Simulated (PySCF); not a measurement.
**A workflow on SiCl (SMILES [Si]Cl)**

Wanted: a series of 19 runs (UPBE0-D4/def2-TZVP, UCCSD(T)/def2-TZVPP, URI-MP2/def2-QZVPP, UPBE-D4/def2-TZVPP, U-r2SCAN-D4/def2-TZVPP, UB3LYP-D4/def2-TZVPP, UPBE0-D4/def2-TZVPP, U-wB97M-V/def2-TZVPP, and more) of ClSi. Input form: a Python script.

The results are computed with PySCF 2.14.0.

1 further run of the same task is left out (for a faulty analytic Hessian).

### Step 1. The system as given

The species is SiCl (2 atoms), meant as a doublet with charge 0. SMILES: `[Si]Cl`. All atoms were displaced at random from a relaxed shape. The run starts from this shape.

Bond lengths: Si1–Cl2 2.088 Å.

### Step 2. A geometry optimisation at UPBE0-D4/def2-TZVP (density fitting with def2-universal-jkfit) (run 1)

The input, mol.xyz:

```xyz
2
ClSi
Si     0.918762    -0.263898     0.417064
Cl    -0.884106     0.264873    -0.492922
```

The input, input.py:

```python
from pyscf import gto, dft
from pyscf.geomopt.geometric_solver import kernel as optimise

mol = gto.M(
    atom='mol.xyz',
    basis='def2-tzvp',
    max_memory=1860,
    verbose=3,
    spin=1,
)

mf = dft.UKS(mol)
mf.xc = 'pbe0'
mf = mf.density_fit(auxbasis='def2-universal-jkfit')
mf.grids.level = 4
mf.conv_tol = 1e-09
mf.disp = 'd4'
mf.max_cycle = 100
converged, mol_eq = optimise(mf, maxsteps=100)
print('converged:', converged)
print(mol_eq.tostring())

mf.reset(mol_eq)
mol = mol_eq
mf.kernel()
energy = mf.e_tot
print('E = %.10f Eh' % energy)
```

Started as:

```
$ OMP_NUM_THREADS=1 python input.py
```

Standard output:

```text
maxiter                   100
[... 17 lines left out ...]
> Will converge when all 5 criteria are reached:
[... 15 lines left out ...]
WARN: HOMO -0.114099592271807 >= LUMO -0.114099592271805
[... 8 lines left out ...]
Step    0 : Gradient = 6.223e-03/6.223e-03 (rms/max) Energy = -749.4115328930
[... 22 lines left out ...]
converged SCF energy = -749.411655102277  <S^2> = 0.7576665  2S+1 = 2.0076519
[... 23 lines left out ...]
Converged! =D
[... 1 line left out ...]
converged: True
Si          0.91007376       -0.26125784        0.41232349
Cl         -0.87549737        0.26205150       -0.48815803

WARN: HOMO -0.113690578033978 >= LUMO -0.113690578033979

converged SCF energy = -749.411655139387  <S^2> = 0.75766613  2S+1 = 2.0076515
E = -749.4116551394 Eh
```

It took 23 s on 1 thread of Arm Neoverse V2, shared host; peak memory 0.65 GiB.

Steps, from the record of the run:

```tsv
step	energy from the first frame kept (eV)	largest force (eV/Å)
0	0.0000	0.3200
1	-0.0028	0.1272
2	-0.0033	0.0062
3	-0.0033	0.0003
```

After the run. Bond lengths: Si1–Cl2 2.067 Å.

### Step 3. A single-point energy at UCCSD(T)/def2-TZVPP (run 3)

The input, geometry.xyz:

```xyz
2
ClSi
Si     0.910074    -0.261258     0.412323
Cl    -0.875497     0.262052    -0.488158
```

The input, calc.py:

```python
from pyscf import gto, scf, cc

mol = gto.M(
    atom='geometry.xyz',
    basis='def2-tzvpp',
    max_memory=1860,
    spin=1,
    charge=0,
    verbose=3,
)

hf = scf.UHF(mol)
hf.conv_tol = 1e-10
hf.kernel()
if not hf.converged:
    hf = hf.newton().run(hf.mo_coeff, hf.mo_occ)

mycc = cc.CCSD(hf, frozen=10)
mycc.kernel()
e_t = mycc.ccsd_t()
etot = mycc.e_tot + e_t
print('Final energy', etot)
```

Started as:

```
$ OMP_NUM_THREADS=1 python calc.py
```

Standard output:

```text
converged SCF energy = -748.440475348994  <S^2> = 0.77554072  2S+1 = 2.0253797
E(UCCSD) = -748.7331861746426  E_corr = -0.2927108256489778
UCCSD(T) correction = -0.0133187999316768
Final energy -748.7465049745742
```

Wall time 30 s (1 thread of Arm Neoverse V2, shared host); peak memory 1.4 GiB.

Runs 4 to 9 aren't shown in full; the table further down has their settings and results.

### Step 4. A single-point energy at UB2PLYP/def2-TZVPP (run 10)

The input, input.py:

```python
# [Si]Cl
from pyscf import gto, dft, mp

mol = gto.M(
    atom='Si 0.910074 -0.261258 0.412323; Cl -0.875497 0.262052 -0.488158',
    max_memory=1860,
    verbose=3,
    basis='def2-tzvpp',
    spin=1,
)

mf = dft.UKS(mol, xc='0.53*HF + 0.47*B88, 0.73*LYP')
mf.grids.level = 5
mf.conv_tol = 1e-10
mf.kernel()
if not mf.converged:
    mf = mf.newton().run(mf.mo_coeff, mf.mo_occ)

pt = mp.MP2(mf, frozen=10).run()
e_tot = mf.e_tot + 0.27 * pt.e_corr
print('PT2 part  %.8f' % (0.27 * pt.e_corr))
print('Final energy', e_tot)
```

Started as:

```
$ OMP_NUM_THREADS=1 python input.py
```

Standard output:

```text
WARN: HOMO -0.0849717808423976 >= LUMO -0.0849717808423978

converged SCF energy = -749.347202912057  <S^2> = 0.760583  2S+1 = 2.0105551
E(UMP2) = -749.673689962607  E_corr = -0.326487050550856
E(SCS-UMP2) = -749.67061145346  E_corr = -0.323408541403583
PT2 part  -0.08815150
Final energy -749.4353544157053
```

Wall time 9.3 s (1 thread of Arm Neoverse V2, shared host); peak memory 0.4 GiB.

Runs 11 to 19 aren't shown in full; the table further down has their settings and results.

### Step 5. The singlet cation: the energy at B3LYP/6-31G(d) (spherical functions) (run 20)

The input, input.py:

```python
from pyscf import gto, dft

mol = gto.M(
    atom=[
    ('Si', (0.910074, -0.261258, 0.412323)),
    ('Cl', (-0.875497, 0.262052, -0.488158)),
],
    max_memory=1860,
    charge=1,
    verbose=3,
    basis='6-31g*',
)

mf = dft.RKS(mol)
mf.xc = 'b3lyp'
mf.conv_tol = 1e-10
mf.grids.level = 5
mf.kernel()
if not mf.converged:
    mf = mf.newton().run(mf.mo_coeff, mf.mo_occ)

energy = mf.e_tot
print('E = %.10f Eh' % energy)
```

Started as:

```
$ OMP_NUM_THREADS=1 python input.py
```

Standard output:

```text
converged SCF energy = -749.378013992417
E = -749.3780139924 Eh
```

Run time: 2.1 s. Hardware: 1 thread of Arm Neoverse V2, shared host; peak memory 0.22 GiB.

### Step 6. Overview of the runs

```tsv
run	level	task	integral approximation	partner	energy (Eh)	dipole moment (D) of the reference	HOMO energy (eV)	LUMO energy (eV)	wall time
1	UPBE0-D4/def2-TZVP (density fitting with def2-universal-jkfit)	optimise	def2-universal-jkfit	base	-749.411655	0.78	-5.19	-3.04	23 s
3	UCCSD(T)/def2-TZVPP	energy	none	base	-748.746505	1.04	-7.87	0.15	30 s
4	URI-MP2/def2-QZVPP (density fitting with def2-universal-jkfit)	energy	def2-universal-jkfit	base	-748.750894	1.01	-7.89	0.06	2.5 s
5	UPBE-D4/def2-TZVPP	energy	none	base	-749.351923	0.61	-4.10	-3.87	7.8 s
6	U-r2SCAN-D4/def2-TZVPP	energy	none	base	-749.623863	0.64	-4.43	-3.74	20 s
7	UB3LYP-D4/def2-TZVPP	energy	none	base	-749.721582	0.82	-4.88	-3.16	9.3 s
8	UPBE0-D4/def2-TZVPP	energy	none	base	-749.411787	0.78	-5.19	-3.04	9 s
9	U-wB97M-V/def2-TZVPP	energy	none	base	-749.644648	0.93	-6.79	-0.98	31 s
10	UB2PLYP/def2-TZVPP	energy	none	base	-749.435354	0.96	-6.06	-1.76	9.3 s
11	USVWN5/def2-TZVPP	energy	none	base	-747.049706	0.65	-4.06	–	28 s
12	UM06-2X/def2-TZVPP	energy	none	base	-749.648882	1.00	-5.88	-2.14	21 s
13	UB3LYP/6-31G* (spherical functions)	energy	none	base	-749.655651	1.01	-4.90	-3.22	3.6 s
14	UHF/STO-3G	energy	none	base	-740.163546	3.11	-5.16	5.12	0.56 s
15	CCSD(T)/def2-TZVPP	energy	none	cation	-748.476161	–	-18.84	-6.49	6.6 s
16	PBE-D4/def2-TZVPP	energy	none	cation	-749.079099	–	-15.09	-10.68	4.5 s
17	B3LYP-D4/def2-TZVPP	energy	none	cation	-749.446535	–	-16.04	-10.02	5.1 s
18	PBE0-D4/def2-TZVPP	energy	none	cation	-749.133883	–	-16.26	-9.83	4.8 s
19	wB97M-V/def2-TZVPP	energy	none	cation	-749.378848	–	-18.33	-7.67	19 s
20	B3LYP/6-31G* (spherical functions)	energy	none	cation	-749.378014	–	-16.13	-10.16	2.1 s
```

### Step 7. Results

| quantity | value |
| --- | --- |
| singlet cation, run 20: total energy | -749.37801 Eh |
| singlet cation, run 20: HOMO energy | -16.13 eV |
| singlet cation, run 20: LUMO energy | -10.16 eV |
| singlet cation, run 20: HOMO–LUMO gap | 5.97 eV |
| vertical ionisation energy (to the singlet cation), UCCSD(T)/def2-TZVPP | 7.356 eV |
| vertical ionisation energy (to the singlet cation), UPBE-D4/def2-TZVPP | 7.424 eV |
| vertical ionisation energy (to the singlet cation), UB3LYP-D4/def2-TZVPP | 7.484 eV |
| vertical ionisation energy (to the singlet cation), UPBE0-D4/def2-TZVPP | 7.562 eV |
| vertical ionisation energy (to the singlet cation), U-wB97M-V/def2-TZVPP | 7.233 eV |
| vertical ionisation energy (to the singlet cation), UB3LYP/6-31G* | 7.555 eV |

What this shows: At UCCSD(T)/def2-TZVPP: the vertical ionisation energy comes to 7.36 eV (170 kcal/mol). Only the singlet of the ionised species was computed; a triplet could lie lower. At UPBE-D4/def2-TZVPP: the vertical ionisation energy comes to 7.42 eV (716 kJ/mol). At UB3LYP-D4/def2-TZVPP: the vertical ionisation energy comes to 7.48 eV (722 kJ/mol). At UPBE0-D4/def2-TZVPP: removing an electron at fixed nuclei costs 7.56 eV (730 kJ/mol). At U-wB97M-V/def2-TZVPP: removing an electron at fixed nuclei costs 7.23 eV (167 kcal/mol). Over runs 16, 17, 18, 19, 20 the HOMO–LUMO gap runs from 4.41 eV (PBE-D4/def2-TZVPP) to 10.65 eV (wB97M-V/def2-TZVPP). Totals of different functionals can't be ranked against each other. In run 14 the basis is minimal, so the values are rough. All runs together took 4 min, the longest 31 s.
